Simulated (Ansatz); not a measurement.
# Pressure series in MgO

Start from MgO in the rock salt structure (space group Fm-3m, No. 225; a = 4.214 Å).

Cell and atoms are relaxed at each pressure.

Level of theory: PBEsol/PAW in Ansatz (a quantum-chemistry and plane-wave program), without spin-orbit coupling.

```tsv
P (GPa)	V (Å³/atom)
-2.00	9.477
-1.00	9.415
0.90	9.302
2.10	9.234
4.50	9.105
8.99	8.886
14.99	8.630
22.50	8.354
30.00	8.116
```

Question: Fit a third-order Birch–Murnaghan equation of state.

Answer: Least squares on P(V) = (3B₀/2)[(V₀/V)^(7/3) − (V₀/V)^(5/3)]·[1 + (3/4)(B₀′ − 4)((V₀/V)^(2/3) − 1)] gives V₀ = 9.35 Å³/atom, B₀ = 157 GPa and B₀′ = 4.1.

Measured bulk modulus of MgO: 169.8 GPa (static lattice; corrected from measurement; as listed in Daniel Mejia-Rodriguez, S. B. Trickey, Phys. Rev. B (2018)); the computed value is 7 % below it.

Between the base and pressure 15 GPa the gap moves from 4.62 eV to 5.43 eV, a mean slope of 54 meV/GPa.

Load acts through the strain it causes; cell and atoms are relaxed under it. No phonon test of stability was made. Competing high-pressure phases were not computed.
